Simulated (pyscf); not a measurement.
Structures and frequencies: ωB97X-D3(BJ)/def2-SVP in PySCF.

SMILES: C(C=C)=CC=C
```xyz
14

C      1.2698     0.4898    -1.4157
C      1.0760     0.6805    -0.1047
C     -0.1732     0.4114     0.6319
C     -0.9811    -0.6589     0.5031
C     -0.7512    -1.8346    -0.3442
C     -1.6638    -2.7973    -0.5307
H      0.4714     0.1174    -2.0653
H      2.2298     0.7260    -1.8847
H      1.8919     1.1155     0.4878
H     -0.4515     1.1674     1.3764
H     -1.8913    -0.6863     1.1144
H      0.2297    -1.9206    -0.8230
H     -1.4524    -3.6724    -1.1520
H     -2.6560    -2.7397    -0.0690
```
Charge 0, spin multiplicity 1.

### Question
How much does it cost (ΔH, 298 K, ωB97M-D3(BJ)/def2-TZVP) to split H₂C=CH–CH=CH–CH=CH₂ (SMILES C=CC=CC=C) at its C–C bond into •HC=CH₂ + •HC=CH–CH=CH₂?

### Answer
C–C to •HC=CH₂ + •HC=CH–CH=CH₂: 113.7 kcal/mol. The 7 functionals that were run give +105.4 (r²SCAN) to +114.3 kcal/mol (ωB97X-D3(BJ)). The radicals are drawn with the spin at the cut bond; how far it spreads was not checked. H₂C=CH–CH=CH–CH=CH₂ lies 22.1 kcal/mol over its isomer cyclic C₆H₈ (SMILES CC1=CCC=C1), and others may lie lower still (electronic energy, ωB97M-D3(BJ)). •HC=CH–CH=CH₂ lies 11.3 kcal/mol over its isomer •HC=C=CH–CH₃, and others may lie lower still (electronic energy, ωB97M-D3(BJ)). Other isomers of •HC=CH₂ were not searched in full and may lie lower.
